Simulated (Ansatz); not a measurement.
We consider SnSe (Pnma, No. 62), described by LDA (Ansatz, an electronic-structure program, plane waves, PAW).

Settings: plane-wave cutoff 520 eV, 4×8×8 k mesh (along the axes of the cell as run), Fermi–Dirac smearing 0.01 eV, scalar-relativistic PAW data made under PBE.

Computed at the level's own relaxed cell.

Problem. Estimate the band gap, smallest direct gap on the k points sampled and direct gap at Γ that the calculation returns.

Solution. 
- band gap: 0.33 eV
- smallest direct gap on the k points sampled: 0.44 eV
- direct gap at Γ: 1.09 eV

Measured, for comparison: band gap 0.91 eV (temperature not stated, not corrected to a static lattice, compiled measured gap; kind and temperature not stated; as tabulated in Kothakonda et al. (2022), arXiv:2208.02841).

Spin–orbit coupling is not included.

Static lattice: no zero-point or thermal effects.

Computing time: very roughly 10 core-minutes.
